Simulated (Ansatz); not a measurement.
A nudged elastic band was laid between two geometries of H6N2Si (9 atoms, charge 0, multiplicity 1).

Level of theory: RHF/def2-TZVP in Ansatz 0.2.0.

```yaml
movable_images: 7
climbing_image: yes
spring: 5.0 eV/Å²
optimiser: quadratic models (default)
start_path: through a guess of the saddle point
force_threshold: 0.05 eV/Å
iteration_limit: 60
end_points: relaxed
```

Image 0:

```xyz
9
Properties=species:S:1:pos:R:3
Si 0.034 0.001 0.074
H -0.043 -0.105 1.549
H 1.465 0.110 -0.288
N -0.678 1.385 -0.621
H -1.652 1.574 -0.563
H -0.146 2.205 -0.796
N -0.781 -1.387 -0.488
H -0.849 -2.205 0.071
H -0.909 -1.580 -1.454
```

Image 8:

```xyz
9
Properties=species:S:1:pos:R:3
Si -1.933 0.077 0.097
H 2.786 -0.063 1.573
H 2.206 0.247 1.245
N -1.127 1.285 -0.799
H -0.508 1.155 -1.568
H -1.262 2.247 -0.590
N -1.356 -1.332 -0.672
H -1.647 -2.232 -0.367
H -0.719 -1.386 -1.435
```

**Question.** What changes between the two ends?

**Answer.** Bonds broken: Si1–H2, Si1–H3. Bonds formed: H2–H3. H6N2Si becomes H2 + H4N2Si.

**Question.** Give the energies along the band, and the barrier.

**Answer.** The forces met the threshold. The highest image is number 3 of 0 to 8, 91.7 kcal/mol above the first end and 54.7 kcal/mol above the last; the last end lies 37.0 kcal/mol above the first. The profile has 2 maxima (images 1, 3) with wells between them (image 2): this band takes more than one step, which may be the mechanism or a detour left from its start path. Neighbouring images differ by up to 3.9 eV, so the band resolves the path poorly. A vibrational analysis at the climbing image gives one clearly imaginary mode, 1628i cm⁻¹: a first-order saddle point. The orbitals stay closed-shell, which can raise the energy where a bond breaks towards radicals; this wasn't checked here.

| image | path coordinate (Å) | energy (kcal/mol) | Si1–H2 (Å) | Si1–H3 (Å) | H2–H3 (Å) |
| --- | --- | --- | --- | --- | --- |
| 0 | 0.00 | 0.0 | 1.48 | 1.48 | 2.39 |
| 1 | 1.41 | 2.0 | 1.48 | 1.48 | 2.39 |
| 2 | 2.82 | 1.1 | 1.48 | 1.48 | 2.47 |
| 3 | 4.23 | 91.7 | 1.51 | 1.69 | 1.08 |
| 4 | 4.95 | 53.0 | 2.19 | 2.34 | 0.74 |
| 5 | 5.66 | 40.1 | 2.92 | 2.98 | 0.73 |
| 6 | 6.37 | 37.6 | 3.69 | 3.49 | 0.73 |
| 7 | 7.09 | 37.1 | 4.44 | 3.77 | 0.74 |
| 8 | 7.80 | 37.0 | 4.95 | 4.30 | 0.74 |

**Question.** What is the geometry of the highest image?

**Answer.** 
```xyz
9
Properties=species:S:1:pos:R:3
Si -0.314 0.029 0.329
H 1.099 -0.010 0.854
H 1.285 -0.079 -0.208
N -0.714 1.464 -0.500
H -0.640 1.606 -1.479
H -1.212 2.191 -0.046
N -0.852 -1.442 -0.344
H -1.423 -2.061 0.179
H -0.790 -1.697 -1.300
```

The band took 24 iterations and roughly 5 core-minutes.

The run took 92 s on 4 threads of Arm Neoverse V2, with other jobs on the host, peak memory 0.23 GiB.
